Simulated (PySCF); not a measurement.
A species of formula C5H5N has this rotational fingerprint, computed with PBE0-D3(BJ)/def2-SVP geometry optimisation, gas phase (PySCF 2.14.0):

- Rotational constants: A = 4775, B = 3608, C = 2055 MHz
- Dipole components: |μa| = 1.84 D, |μb| = 1.63 D, |μc| = 0.00 D
- Inertial defect: 0.00 u·Å²
- κ: 0.14

Task: Which structure is it? (One computed conformer of each.)
A. `[N:1]#[C:2][CH2:3][C:4]1=[CH:5][CH2:6]1` with C2–C3–C4–C5 0°
B. `[CH:1]#[C:2][CH2:3][CH2:4][C:5]#[N:6]` with C2–C3–C4–C5 180°
C. `[C@H]12C[C@H]1[C@H]2C#N`
D. `[H]/[N:6]=[CH:5]\[C:3]([C:2]#[CH:1])=[CH2:4]` with C2–C3–C5–N6 0°

Result: D. It is [H]/N=C\C(=C)C#C, an asymmetric top, point group Cs. The candidates at the same level (rigid rotor, commonest isotopes):

```csv
SMILES,A (MHz),B (MHz),C (MHz),μa (D),μb (D),μc (D),Δ (u·Å²),point group,rotor
N#C[C@H]1[C@H]2C[C@@H]12,9651,2840,2582,4.30,1.67,0.00,-34.63,Cs,near-prolate asymmetric top
[H]/N=C\C(=C)C#C,4775,3608,2055,1.84,1.63,0.00,0.00,Cs,asymmetric top
C#CCCC#N,25583,1468,1413,3.25,0.84,0.00,-6.28,Cs,near-prolate asymmetric top
N#CCC1=CC1,12364,2045,1795,2.64,1.82,0.00,-6.53,Cs,near-prolate asymmetric top
```

`C#CCCC#N` has A 436 % too high; `N#CCC1=CC1` has A 159 % too high; `N#C[C@H]1[C@H]2C[C@@H]12` has A 102 % too high. In the right answer the mirror of this Cs structure is the ab plane, so μc vanishes by symmetry. No structure here is proved a minimum.
